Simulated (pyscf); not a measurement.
Structures and frequencies: ωB97X-D3(BJ)/def2-SVP in PySCF.

Problem. PBE/def2-TZVP puts the barrier of H₂N–SiH(OH)–F + H₂ → HO–SiH₂–F + NH₃ (four-centre exchange; singlet surface; N–Si, H–H broken, H–Si, H–N formed) at 43.0 kcal/mol and the reaction energy at +12.2 kcal/mol, from the separated reactants. What do r²SCAN/def2-TZVP, B3LYP-D3(BJ)/def2-TZVP, ωB97M-D3(BJ)/def2-TZVP give on the same structures?

Solution. r²SCAN: ΔE‡ = 46.9 kcal/mol, ΔE = +14.7 kcal/mol; B3LYP-D3(BJ): ΔE‡ = 49.6 kcal/mol, ΔE = +13.5 kcal/mol; ωB97M-D3(BJ): ΔE‡ = 49.1 kcal/mol, ΔE = +13.6 kcal/mol. PBE's barrier lies under all of them, by 3.9 to 6.7 kcal/mol. Its reaction energy lies under all of them, by 1.3 to 2.5 kcal/mol. On the product side the descent ends in a complex, 4.9 kcal/mol under the separated species and 40.5 kcal/mol under the saddle at ωB97X-D3(BJ)/def2-TZVP. At the saddle there is also a short H–Si contact that neither side keeps. One saddle was located; it need not be the lowest between these sides.
